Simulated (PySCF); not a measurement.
Fill in the blanks.

Compound: C2H2F2.
Numbering: `[F:1]/[CH:2]=[CH:3]\[F:4]` (hydrogens: H5 on C2; H6 on C3)

```json
{"property": "point group", "level": "PBE0-D3(BJ)/def2-TZVP", "value": "C2v"}
{"property": "rotational constants A, B, C", "level": "PBE0-D3(BJ)/def2-TZVP", "value": "?"}
{"property": "dipole moment", "level": "CAM-B3LYP/aug-cc-pVTZ", "value": "?"}
{"property": "HOMO energy", "level": "CAM-B3LYP/aug-cc-pVTZ", "value": "-9.09 eV"}
{"property": "LUMO energy", "level": "CAM-B3LYP/aug-cc-pVTZ", "value": "?"}
{"property": "lowest singlet excitation", "level": "TDDFT CAM-B3LYP/aug-cc-pVTZ", "value": "6.31 eV (197 nm, f = 0.026)"}
{"property": "strongest line among the 10 lowest singlet transitions", "level": "TDDFT CAM-B3LYP/aug-cc-pVTZ", "value": "S4 at 7.63 eV (162 nm, f = 0.314)"}
{"property": "lowest triplet excitation (Tamm–Dancoff)", "level": "TDA CAM-B3LYP/aug-cc-pVTZ", "value": "4.51 eV"}
{"property": "static isotropic polarisability", "level": "CAM-B3LYP/aug-cc-pVTZ", "value": "28.4 au"}
{"property": "electronic spatial extent ⟨r²⟩ about the centre of nuclear charge", "level": "CAM-B3LYP/aug-cc-pVTZ", "value": "250 bohr²"}
{"property": "13C chemical shifts (computed TMS as zero) by class", "level": "GIAO B97-2/pcSseg-2", "value": "?"}
{"property": "1H chemical shifts (computed TMS as zero) by class", "level": "GIAO B97-2/pcSseg-2", "value": "6.41 (H5/H6) ppm"}
{"property": "isotropic shieldings of nuclei other than C and H, by class", "level": "GIAO B97-2/pcSseg-2", "value": "?"}
{"property": "largest of the computed one-bond spin–spin couplings (means over like bonds)", "level": "B3LYP/pcJ-2", "value": "19F–13C -333.1 (F1–C2 and 1 like it), 13C–1H +210.1 (C2–H5 and 1 like it), 13C–13C +103.6 (C2–C3) Hz"}
```

Gas-phase values; electronic properties from PySCF, density fitting. Isolated species at its PBE0-D3(BJ)/def2-TZVP geometry, gas phase.

Task: What are the 13C chemical shifts (computed TMS as zero) by class?

Result: 145.9 (C2/C3) ppm.

Task: The LUMO energy?

Result: 0.19 eV.

Task: Give the isotropic shieldings of nuclei other than C and H, by class.

Result: 339 (F1/F4) ppm.

Task: What are the rotational constants A, B, C?

Result: 21.614, 5.886, 4.626 GHz.

Task: Give the dipole moment.

Result: 2.34 D.

The principal polarisabilities are 21.7, 27.1 and 36.3 au; their mean is the isotropic value. A dipole of 2.34 D is allowed in C2v, and pure rotational transitions are dipole-allowed. The rotational constants make it an asymmetric top with κ = (2B − A − C)/(A − C) = -0.85, nearer the prolate limit (−1). The dipole matches unit charges of opposite sign 0.49 Å apart (1 e·Å = 4.8032 D). No computed singlet falls in the visible range (750 to 380 nm, 1.65 to 3.26 eV); S1 lies 3.05 eV above its blue end. In wavenumbers S1 is 50900 cm⁻¹ (1 eV = 8065.54 cm⁻¹).

For the TDDFT job (CAM-B3LYP/aug-cc-pVTZ), the run took 27 s on one thread of an Arm Neoverse N1, on a shared host, and the process peaked at 0.78 GiB of memory.
